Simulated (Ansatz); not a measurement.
Be3Sn: from a trial structure to a relaxed crystal

The calculation used DFT PBE, scalar-relativistic, plane waves, PAW (Ansatz). Cutoff 420 eV, Γ-centred k mesh, Gaussian smearing, no spin polarisation in the final step.

The start puts Be3Sn on the TiAl3 (D0_22) structure type (I4/mmm, No. 139), with Sn in place of Ti, Be in place of Al, at a guessed volume.

```yaml
crystal:
  lattice:
    - [-1.75954, 1.75954, 3.93040]
    - [1.75954, -1.75954, 3.93040]
    - [1.75954, 1.75954, -3.93040]
  atoms:
    - { symbol: Be, position: [0.50000, 0.50000, 0.00000] }
    - { symbol: Be, position: [0.25000, 0.75000, 0.50000] }
    - { symbol: Be, position: [0.75000, 0.25000, 0.50000] }
    - { symbol: Sn, position: [0.00000, 0.00000, 0.00000] }
```

Cell and atoms relax at zero pressure; the relaxation can't lower the symmetry of the start. After a coarse first stage the cell is made exact in the group found at 0.06 Å.

Energies over the elements count from the elements' standard structures at the same level, with no empirical corrections.

Describe the relaxed structure.

It keeps I4/mmm (No. 139). The result has the TiAl3 (D0_22) structure. Conventional cell: a = 3.732 Å, c = 7.454 Å. Be on Wyckoff site b (1 atom of the primitive cell) is coordinated by 8 Be at 2.64 Å and 4 Sn at 2.64 Å; Be on Wyckoff site d (2 atoms of the primitive cell) is coordinated by 4 Sn at 2.64 Å and 8 Be at 2.64 Å; Sn is coordinated by 12 Be at 2.64 Å.

```cif
data_structure
_symmetry_space_group_name_H-M 'I4/mmm'
_symmetry_Int_Tables_number 139
_cell_length_a 3.7323
_cell_length_b 3.7323
_cell_length_c 7.4537
_cell_angle_alpha 90.000
_cell_angle_beta 90.000
_cell_angle_gamma 90.000
_cell_volume 103.83
loop_
_atom_site_label
_atom_site_type_symbol
_atom_site_symmetry_multiplicity
_atom_site_Wyckoff_symbol
_atom_site_fract_x
_atom_site_fract_y
_atom_site_fract_z
_atom_site_occupancy
Be1 Be 2 b 0.50000 0.50000 0.00000 1
Be2 Be 4 d 0.50000 0.00000 0.25000 1
Sn1 Sn 2 a 0.00000 0.00000 0.00000 1
```

What are its volume, energy, density and gap?

The volume per atom is 12.98 Å³, the density is 4.66 g/cm³ and the energy over the elements is 0.60 eV/atom. The gap on the 18×18×18 mesh is 0 eV (a metal).

The final run used a 18×18×18 mesh on its 4-atom cell and 0.10 eV smearing. The k mesh leaves about 4 meV/atom of noise in metals. A structure relaxed within its symmetry needn't be a true minimum.

Cost: 3 runs of about 1.3 core-minutes in all, on Arm Neoverse V2 (shared hosts).